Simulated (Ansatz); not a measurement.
System: rock-salt TiC. Method: r²SCANh (PAW; Ansatz, a first-principles code).

Numerical settings: plane-wave cutoff 520 eV, 12×12×12 k mesh, Fermi–Dirac smearing 0.05 eV, no spin polarisation, scalar-relativistic PAW data made under PBE.

Results at a series of volumes:

```csv
V (Å³/atom),E − E_lowest (meV/atom),P (GPa)
9.559,23.08,15.36
9.811,5.51,7.19
9.940,1.27,3.39
10.063,0.00,-0.03
10.314,5.14,-6.40
10.566,19.70,-12.03
```

**Question.** Estimate the bulk modulus from the pressures at 9.940 and 10.314 Å³/atom, and compare it with a fit to all energies.

**Answer.** B = −V dP/dV. Between V = 9.940 and 10.314 Å³/atom, dP/dV = (-6.40 − (3.39))/(10.314 − 9.940) = -26.2 GPa per Å³/atom; at the midpoint 10.127 Å³/atom this gives B ≈ 265 GPa. The third-order Birch–Murnaghan fit gives V0 = 10.062 Å³/atom, B0 = 271 GPa, B′ = 4.0, which lies 2 % above that estimate.

Measured, for comparison: bulk modulus 240 GPa (temperature not stated, no zero-point or thermal correction, our sources range from 235 to 268; as tabulated in Krasnenko and Brik (2013), arXiv:1306.3139); equilibrium volume per atom 10.15 Å³/atom (temperature not stated, no zero-point or thermal correction; as tabulated in Zhang et al. (2018), doi:10.1088/1367-2630/aac7f0). Computed (rounded) less measured: bulk modulus not scored (sources differ), equilibrium volume per atom -0.9 %. A static lattice is as a rule a little smaller and stiffer than an uncorrected measurement, which narrows the difference in the equilibrium volume per atom and would widen misses of the other sign.

Static lattice: no zero-point or thermal effects.
